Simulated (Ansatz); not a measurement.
Relaxation of H₇NOSi (10 atoms, charge 0, multiplicity 1), to a largest force component of 0.03 eV/Å in at most 50 steps.

All numbers below come from RKS PBE0/def2-SVP (Ansatz 0.2.0).

```xyz
10
Properties=species:S:1:pos:R:3
Si -0.610 -0.123 -0.414
H -0.005 0.792 2.021
H 0.779 -0.404 0.042
N -0.688 1.557 -0.742
H -1.476 1.991 -1.207
H -0.135 2.231 -0.226
H -0.911 -0.879 -1.675
O -1.744 -0.680 0.692
H -2.265 -1.415 0.365
H -0.590 0.429 2.224
```

Where does it end, and by what steps?

The forces met the threshold. After 20 steps the energy has fallen by 0.210 eV; H2 moved furthest, 1.70 Å.

| step | energy less start (eV) | largest force component (eV/Å) | accepted |
| --- | --- | --- | --- |
| 0 | 0.0000 | 1.493 | yes |
| 1 | -0.1037 | 0.234 | yes |
| 2 | -0.1405 | 0.366 | yes |
| 3 | -0.1662 | 0.276 | yes |
| 4 | -0.1205 | 0.608 | no |
| 5 | -0.1748 | 0.130 | yes |
| 6 | -0.1795 | 0.055 | yes |
| 7 | -0.1842 | 0.129 | yes |
| 8 | -0.1862 | 0.304 | yes |
| 9 | -0.1917 | 0.114 | yes |
| 10 | -0.1967 | 0.115 | yes |
| 11 | -0.2010 | 0.216 | yes |
| 12 | -0.1960 | 0.791 | no |
| 13 | -0.2045 | 0.051 | yes |
| 14 | -0.2067 | 0.168 | yes |
| 15 | -0.2079 | 0.143 | yes |
| 16 | -0.2088 | 0.119 | yes |
| 17 | -0.2096 | 0.071 | yes |
| 18 | -0.2101 | 0.053 | yes |
| 19 | -0.2102 | 0.037 | yes |
| 20 | -0.2103 | 0.028 | yes |

```xyz
10
Properties=species:S:1:pos:R:3
Si -0.641 -0.120 -0.829
H -0.598 0.592 3.604
H 0.777 -0.588 -0.797
N -0.613 1.544 -1.235
H -1.479 2.039 -1.421
H 0.064 2.156 -0.793
H -1.414 -0.858 -1.875
O -1.374 -0.384 0.655
H -1.584 -1.294 0.885
H -0.783 0.413 2.885
```

Whether the end is a true minimum wasn't checked by a vibrational analysis.

Run time: 28 s on 1 thread of AMD EPYC 9R45 96-Core Processor (Zen 5), on a shared host, peak memory 0.16 GiB.
